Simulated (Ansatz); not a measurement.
Calculated with Ansatz (gas phase, PBE0-D4/def2-TZVP geometries, no zero-point term in ΔE). CCSD(T)/CBS adds triple-zeta CCSD(T) − MP2 to the extrapolated MP2 energy (def2 sets, frozen cores). This one scheme is used for every species. Functionals use def2-TZVPP. Each species was taken in one conformer, which may not be the lowest.

`CCC(CC)C(C)C` + H₂O → `CCC(O)CC` + `CCC`  (formal hydrolysis of a C–C bond)

```tsv
level	ΔE (kJ/mol)	difference from CCSD(T)/CBS
PBE-D4	18.8	-15.4
PBE0-D4	22.1	-12.1
ωB97M-V	23.7	-10.5
B2PLYP	10.7	-23.5
PBE	4.0	-30.2
PBE0	8.7	-25.5
HF/def2-TZVPP	-12.8	-47.0
SCS-MP2/def2-TZVPP	28.7	-5.5
CCSD/def2-TZVPP	25.3	-8.9
CCSD/CBS(def2)	29.1	-5.1
CCSD(T)/CBS	34.2	0
```

Largest T1 diagnostic among the species: 0.009.

The D4 term adds +22.4 kJ/mol with B3LYP and +13.4 kJ/mol with PBE0; it sums over pairs of atoms, weighted by their polarisabilities, and B3LYP, whose exchange is more repulsive, gets the larger term. In def2-TZVPP, CCSD(T) changes the Hartree–Fock value by +43.2 kJ/mol (the triples alone add +5.1 kJ/mol) and MP2 by +53.8 kJ/mol. From PBE to PBE0 (25 % exact exchange), in def2-TZVPP and without D4, ΔE moves by +4.7 kJ/mol.

B3LYP here is the variant with VWN-RPA as its local correlation; programs differ in this.
